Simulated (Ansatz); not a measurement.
## Isomers and spin states of BNH

Ansatz 0.2.0, basis cc-pVDZ; geometries are PBE0/def2-TZVP minima. Wave-function levels freeze the cores; HF, MP2 and coupled cluster are restricted for singlets and unrestricted otherwise, Kohn–Sham unrestricted where that lies lower. NEVPT2 stands on CASSCF in the full valence space. The reference is CCSDTQ (coupled cluster only where its series has nearly closed). Semilocal and hybrid functionals correlate all electrons outside any core potential and usually lie nearer their basis limit than the reference, so part of their error here is the reference's basis and frozen-core error; RPA and the MP2 part of double hybrids freeze the same cores as the reference. None of these values is a measured one. Energies are electronic, without zero-point terms. The set is small: such energies can lie up to about 0.3 eV from the limit, spin gaps mostly less, so near ties and functionals' places can change in larger sets. No spin–orbit coupling and no scalar relativity. The species are chosen: bound, without strong static correlation by their natural occupations or amplitudes, and with a ladder that closes on the reference, so errors are smaller than for species at large; levels whose determinant breaks symmetry or spin markedly are left out.

A. doublet; B–N 1.234, N–H 0.993, angle at N 180°. Coordinates (Å): B 0.000 0.000 1.153; N 0.000 0.000 -0.080; H 0.000 0.000 -1.073
B. doublet; B–N 1.306, B–H 1.174, angle at B 180°. Coordinates (Å): B 0.000 0.000 0.044; N 0.000 0.000 -1.262; H 0.000 0.000 1.218

Task: From bonding and spin, estimate the order of these in energy at CCSDTQ, each at its own geometry.

Result: At CCSDTQ, above the lowest of those listed: A (0.0 kJ/mol), B (67.9 kJ/mol).

| level | B less A (kJ/mol) |
| --- | --- |
| CCSDTQ | 67.9 |
| HF | 42.0 |
| CCSD(T) | 67.9 |
| CCSDT(Q) | 68.2 |
| NEVPT2 | 71.7 |
| PBE | 74.1 |
| r2SCAN | 77.4 |
| B3LYP | 56.7 |
| RPA-PBE | 39.9 |

Every level shown puts the same form lowest.

The geometries are PBE0's, not this basis's own minima.
